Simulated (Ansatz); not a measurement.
## Two structures, one formula

Two relaxed structures of CH5AlN (charge +1), singlet (PBE0-D4/def2-TZVP; forces vanish, vibrations not checked).

A:

```
8
angstrom
N -0.3451 0.7736 -0.8223
C -0.1535 0.7287 0.7082
Al 0.4693 -0.8415 -0.1415
H 0.1677 1.5212 -1.2808
H -1.3157 0.8409 -1.1146
H -1.1022 0.7727 1.2362
H 1.0095 -2.1675 -0.7403
H 0.5174 1.5104 1.0543
```

B:

```tsv
atom	x (Å)	y (Å)	z (Å)
N1	-0.5173	1.0034	-0.7463
C2	-0.3849	0.4101	0.3796
Al3	0.7727	-1.2943	0.5466
H4	-0.0582	0.6537	-1.5848
H5	-1.0780	1.8440	-0.8714
H6	-0.9307	0.8917	1.1937
H7	1.3412	-1.5837	-0.8882
H8	0.8552	-1.9249	1.9706
```

Ansatz 0.2.0; basis: def2-TZVPP; cores frozen in the correlated methods. B3LYP uses VWN-RPA correlation.

(1) Which structure is lower at CCSD(T), and by how much? (To be estimated.)

The T1 diagnostic stays at or below 0.015.

## Answers

(1) The calculation gives: A, by 36.2 kJ/mol (electronic energy, against the other). By their contacts, A is CH₅AlN ([CH2]1[NH2][AlH]1), total charge +1 and B is CH₅AlN ([NH2][CH][AlH2]), total charge +1.

All methods give the same order:

```csv
method,E(B) − E(A) (kJ/mol)
PBE-D4,49.1
r2SCAN-D4,50.9
PBE0-D4,50.8
B3LYP-D4,33.3
wB97M-V,43.2
HF,3.6
MP2,51.4
CCSD,35.0
CCSD(T),36.2
```

Labels in which every atom is bracketed show which atoms are joined, not bond orders.

For scale, one of the runs: CCSD(T)/def2-TZVPP, 174 basis functions, launched by `ansatz run in.yaml --threads 2 --pin off --events-out ev --progress --plain --max-ram 4352MiB`. Hardware: 2 CPU threads of an Arm Neoverse V1, shared host. Wall time 23 s; peak host memory 1.5 GiB.
